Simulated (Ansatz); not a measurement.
Ideal-gas functions of `O[SiH2]F` at 600 K and 1 bar, from an Ansatz frequency run at PBE0-D4/def2-TZVP.

Molar mass 66.11 g/mol, point group C1 (symmetry number 1), electronic degeneracy 1, moments of inertia 20.927, 67.833, 81.459 u Å². Harmonic wavenumbers (cm⁻¹, unscaled): 243, 334, 646, 759, 833, 874, 915, 968, 987, 2247, 2292, 3928.

Use S(trans) = R[1.5 ln M + 2.5 ln T − 1.1517]; rotational temperatures θ = 24.2544 K / I; S(rot) = R[ln(√π/σ · √(T³/θAθBθC)) + 1.5]; for each mode x = 1.438777 ν̃/T, S = R[x/(eˣ − 1) − ln(1 − e⁻ˣ)] and H = RT x/(eˣ − 1); 1 cm⁻¹ = 0.0119627 kJ/mol; R = 8.31446 J/(mol·K).

By hand: the entropy, in J/(mol·K).

Translation 175.7. Rotation: θ = 1.159, 0.3576, 0.2977 K, giving 105.7. Vibration, mode by mode: 12.92, 10.38, 5.46, 4.40, 3.82, 3.53, 3.27, 2.96, 2.86, 0.24, 0.22, 0.01, in all 50.1. Electronic 0.0. Sum 331.5 J/(mol·K).

By hand: H − E and G − E in kJ/mol, counted from the electronic energy.

Zero-point energy ½ × 15026 × 0.0119627 = 89.9; thermal vibration 17.9; translation, rotation and pV give 4 RT = 20.0. H − E = 127.8 kJ/mol, and G − E = 127.8 − 600 × 331.5/1000 = -71.1 kJ/mol.

Vibration gives 15 % of the entropy. The sum counts one conformer and one mirror image; others add a mixing term.
